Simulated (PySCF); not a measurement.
ClH₄ to ClH₆: adding ligands

Level: PBE0 in the def2-TZVP basis family, all electrons, no relativity, computed in PySCF with density fitting; open shells unrestricted.

Each entry is the lowest minimum that a search over a few typed start shapes (and spin states, where more than one is plausible) found, or that minimum re-optimised at the stated level; isomers with ligand–ligand bonds, or fragments after loss of a ligand pair, can lie lower.

```
molecule  2S+1  point group  mean bond to Cl (Å)  dipole (D)  gap (eV)  polar-tensor charge of Cl  highest ω (cm⁻¹)
    ClH₄     2          D4h                1.477        0.00         –                       1.49              1855
    ClH₅     1          C4v                1.502        1.00      4.70                       1.63              2893
    ClH₆     2           Oh                1.465        0.00         –                       2.25              1828
```

Left out of the table are members whose search was unfinished or whose lowest solution was spin-contaminated, unstable, very soft or bonded differently.
